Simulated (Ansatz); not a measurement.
What each rung costs, and what it gives

The pair of NH₄⁺ (SMILES [NH4+], atoms 1–5) and CH₅N (SMILES CN, atoms 6–12), both closed shells, in one local arrangement (a lower one may exist), relaxed at PBE0-D4/def2-TZVP:

N1  (0.620, 0.223, -2.074)
H2  (1.601, 0.000, -1.893)
H3  (0.234, -0.454, -2.734)
H4  (0.554, 1.162, -2.474)
H5  (0.085, 0.185, -1.182)
C6  (-0.099, -0.154, 1.026)
N7  (-0.713, -0.246, 2.311)
H8  (-0.810, 0.139, 0.205)
H9  (0.344, -1.119, 0.762)
H10  (0.705, 0.589, 1.057)
H11  (-1.428, -0.956, 2.361)
H12  (-1.092, 0.632, 2.635)
(Å)

Interaction energies are counterpoise-corrected; the time is that of the whole pair.

Ansatz 0.2.0; basis: as named in each row; cores frozen in the correlated methods. B3LYP uses VWN-RPA correlation. Extrapolation: Hartree–Fock as exp(−7.88 √X), correlation as X^−2.97.

Times are rough, for one single point on 4 threads of a shared host (Arm Neoverse V2).

The estimate by CCSD(T) at an estimated basis limit (MP2 extrapolated from triple and quadruple zeta, plus CCSD(T) − MP2 in triple zeta) is -4.91 kcal/mol.

```
   method        basis  time (s)  interaction energy (kcal/mol)  method less estimate
       HF       STO-3G   under 1                           0.83                  5.74
   PBE-D4       STO-3G   under 1                          -5.89                 -0.97
    SPW92     def2-SVP   under 1                          -9.20                 -4.29
 B3LYP-D4        6-31G   under 1                          -4.63                  0.28
  PBE0-D4     def2-SVP   under 1                          -5.57                 -0.66
   PBE-D4     def2-SVP   under 1                          -7.15                 -2.24
   PBE-D4  def2-TZVPPD         2                          -7.21                 -2.30
  BLYP-D4  def2-TZVPPD         2                          -6.33                 -1.42
  CCSD(T)     def2-SVP         2                          -3.01                  1.90
revPBE-D4  def2-TZVPPD         2                          -6.25                 -1.34
 HSE06-D4  def2-TZVPPD         2                          -6.12                 -1.21
  PBE0-D4  def2-TZVPPD         2                          -6.09                 -1.17
 B3LYP-D4  def2-TZVPPD         2                          -5.75                 -0.83
  wB97M-V     def2-SVP         2                          -4.83                  0.08
r2SCAN-D4  def2-TZVPPD         3                          -6.38                 -1.47
   B2PLYP  def2-TZVPPD         4                          -4.78                  0.13
  wB97X-V  def2-TZVPPD         5                          -4.97                 -0.06
   B97M-V  def2-TZVPPD         6                          -6.23                 -1.31
  wB97M-V  def2-TZVPPD         6                          -5.14                 -0.23
      MP2  def2-QZVPPD        15                          -4.75                  0.16
  CCSD(T)  def2-TZVPPD        91                          -4.66                  0.25
```

No T1 diagnostic of these runs exceeds 0.009.
